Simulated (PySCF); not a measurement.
# FF (C6H4O2): geometry, electronic excitations

Wanted: the electronic excitations of FF (C6H4O2) (`c1cc2occc2o1`), by calculation.

The runs use PySCF 2.14.0, with density-fitted response routines of our own; the level of theory stands in each step. All values are computed, except where a source is named. Atoms count from 0, in the outputs and in this text.

## 1. Starting geometry

12 atoms, charge 0, multiplicity 1; geometry from: GFN2-xTB.

Bonds of the start (Å): C0–C1 1.37, C1–C2 1.41, C2–O3 1.34, O3–C4 1.36, C4–C5 1.37, C5–C6 1.41, C6–O7 1.34, O7–C0 1.36, C6–C2 1.39, C0–H8 1.07, C1–H9 1.07, C4–H10 1.07, C5–H11 1.07.

## 2. Geometry optimisation at PBE0-D3(BJ)/def2-SVP

The job: settings as JSON, then the geometry in Å.

```
{"job": {"xc": "PBE0", "basis": "def2-SVP", "d3": "d3bj", "grid": 1, "kind": "geom"}, "charge": 0, "multiplicity": 1}
C      1.986498    -0.109326    -0.521537
C      1.567934     0.118869     0.758382
C      0.157832     0.116870     0.664698
O     -0.962298     0.254249     1.395684
C     -1.986205     0.108917     0.517150
C     -1.567771    -0.118602    -0.762890
C     -0.157597    -0.114094    -0.669962
O      0.962669    -0.252621    -1.400643
H      2.975966    -0.190249    -0.925449
H      2.181945     0.263171     1.622140
H     -2.975397     0.187513     0.922080
H     -2.182377    -0.265384    -1.625682
```

**Question.** This job is followed by: TDDFT PBE0/aug-cc-pVDZ, vertical, gas phase, core orbitals frozen in the response; TDDFT PBE0/6-31+G*, vertical, gas phase, core orbitals frozen in the response. Predict these results of the whole session: point group; rotational constants (main isotopes); lowest singlet (PBE0/aug-cc-pVDZ); lowest triplet; range of the lowest singlet.

As calculated:

| quantity | value |
| --- | --- |
| point group | C2h |
| rotational constants (main isotopes) | 5.43, 2.27, 1.60 GHz |
| lowest singlet (PBE0/aug-cc-pVDZ) | 5.22 eV (238 nm), f = 0.380 |
| lowest triplet | 3.36 eV |
| range of the lowest singlet | 5.22 to 5.28 eV |

**Reading.** Relaxing lowered the energy by 0.047 eV in 6 steps; the close pair that moved most is C2–C6, from 1.391 to 1.369 Å. The first singlet state (HOMO→LUMO 0.97) lies at 5.22 eV and is bright. The lowest triplet lies 1.86 eV below the lowest singlet (triplets in Tamm-Dancoff, singlets in full TDDFT). The lowest singlet runs from 5.22 eV (PBE0/aug-cc-pVDZ) to 5.28 eV (PBE0/6-31+G*), while the orbital gap spans 5.71 to 5.78 eV. The lowest state need not be the same one in every run.
